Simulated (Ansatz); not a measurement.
```yaml
crystal:
  periodic: [false, false, false]
  atoms:
    - {symbol: F, position_ang: [-1.516925, -0.137511, -0.001003]}
    - {symbol: C, position_ang: [-0.375038, 0.537071, 0.001935]}
    - {symbol: S, position_ang: [1.056760, -0.170248, -0.000318]}
    - {symbol: H, position_ang: [-0.556952, 1.608120, 0.005972]}
basis:
  gaussian: {orbitals: def2-TZVP}
hamiltonian: {xc: pbe0}
relax: {f_tol: 0.004, max_steps: 80}
```

```sh
$ ansatz run in.yaml --threads 1 --pin off --events-out ev --progress --plain --max-ram 2176MiB
```

Steps of the relaxation (energy above the last step; positions in Å, forces in eV/Å):

```
4
step 1, 3.8 meV
F    -1.517   -0.138   -0.001    0.016    0.190    0.001
C    -0.375    0.537    0.002    0.372   -0.480   -0.002
S     1.057   -0.170    0.000   -0.274    0.205    0.001
H    -0.557    1.608    0.006   -0.114    0.085    0.000
```

```
4
step 2, 1.0 meV
F    -1.517   -0.133   -0.001   -0.018    0.085    0.000
C    -0.373    0.534    0.002    0.221   -0.222   -0.001
S     1.057   -0.169    0.000   -0.146    0.109    0.000
H    -0.560    1.606    0.006   -0.057    0.027    0.000
```

```
4
step 3, 0.0 meV
F    -1.519   -0.129   -0.001   -0.016   -0.008    0.000
C    -0.369    0.530    0.002    0.017    0.004    0.000
S     1.058   -0.167    0.000    0.003   -0.003    0.000
H    -0.562    1.603    0.006   -0.004    0.007    0.000
```

```
4
step 4, 0.0 meV
F    -1.519   -0.129   -0.001   -0.005   -0.003    0.000
C    -0.369    0.530    0.002    0.008    0.006    0.000
S     1.058   -0.167    0.000   -0.002    0.000    0.000
H    -0.562    1.603    0.006   -0.001   -0.002    0.000
```

```
4
step 5, 0.0 meV
F    -1.519   -0.129   -0.001    0.000    0.000    0.000
C    -0.369    0.530    0.002    0.000    0.000    0.000
S     1.058   -0.167    0.000    0.000    0.000    0.000
H    -0.562    1.603    0.006    0.000    0.000    0.000
```

Close pairs at the end: C2–H4 1.090 Å, F1–C2 1.325 Å, C2–S3 1.589 Å.

A stationary point of restricted PBE0 after 5 steps (its stability towards spin polarisation wasn't tested); no frequencies were run, so it isn't proven a minimum. 9.5 s on 1 thread of Intel Xeon Platinum 8488C, shared host.
